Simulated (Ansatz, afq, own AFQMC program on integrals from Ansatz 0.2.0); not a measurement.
**C$_{2}$H, doublet → C₂H⁺, triplet**

```xyz
3

C     0.0000    0.0000    0.0447
C     0.0000    0.0000   -1.1555
H     0.0000    0.0000    1.1107
```

Connectivity, by distances: CH–C.

E(triplet, charge +1) − E(doublet, charge +0) at this geometry, on ROHF and UHF determinants.

Basis cc-pVDZ. Only valence electrons are correlated. AFQMC by an in-house program on the Cholesky factors that Ansatz 0.2.0 writes for its CCSD(T) run. The CISD trial takes its coefficients from CCSD amplitudes. Released means that phaseless walkers are propagated on without the constraint, phases kept. ± is one standard error of the sampling. The errors of all members are added in quadrature.

No full CI on the walks' own integrals is used here; CCSDTQ serves as the reference and is uncertain by about the last step of the cluster series. Each member takes its own surest rung, up to full CI.

Errors are counted within cc-pVDZ, not against nature.

Cautions: C₂H (doublet): a spin-contaminated unrestricted determinant lies lower (UHF 413 meV lower, ⟨S²⟩ 1.11), the released energies are still falling, so no released level is given (meV from the phaseless value at times in 1/Eh: -9 ± 3 at 0.24, -15 ± 7 at 0.51, -32.0 ± 2.4 at 0.99, -37 ± 3 at 1.62, -42 ± 4 at 2.40), though the last usable value meets CCSDTQ within the noise, the ph-AFQMC/HF walk drifts between its halves (2.3 errors), its ph-AFQMC/CISD value lies 48 ± 5 meV above CCSDTQ; C₂H⁺ (triplet): lower spins were not checked, higher spins were not checked, raised T1 diagnostic (T1 0.042, weight of the determinant 0.88, largest double 0.12), unrestricted determinant spin contaminated (⟨S²⟩ 2.14 against 2.00), the released energies are still falling, so no released level is given (meV from the phaseless value at times in 1/Eh: -4 ± 4 at 0.24, -8.3 ± 2.0 at 0.51, -16 ± 3 at 0.99, -22 ± 3 at 1.62, -30 ± 3 at 2.40), its ph-AFQMC/CISD value lies 21 ± 4 meV above CCSDTQ; this needn't be the first ionization.

Reference (CCSDTQ): 1108.0 kJ/mol.

```tsv
level	vertical ionization energy (kJ/mol)	error against CCSDTQ (kJ/mol)
HF	937.3	-170.6
MP2	1128.0	20.1
CCSD	1096.5	-11.5
CCSD(T)	1108.0	0.1
CCSDT	1107.0	-1.0
CCSDT(Q)	1108.3	0.3
ph-AFQMC/CISD	1105.3 ± 0.6	-2.6 ± 0.6
```

Correlation beyond CCSD(T) changes it by less than 2 meV. The perturbative (T) step is worth +11.6 kJ/mol. Where the cautions show a poor determinant, the low rows tell how each method copes with it, not its usual error.

CCSDT and higher add their correlation energy to the determinant of the CCSD(T) run, since their own runs factorise the integrals more tightly (a shift of under 2 meV). A walk keeps the symmetry of its determinant, which the program's search chose and which needn't be the lowest solution, so a lower state of the same spin and another symmetry isn't excluded.
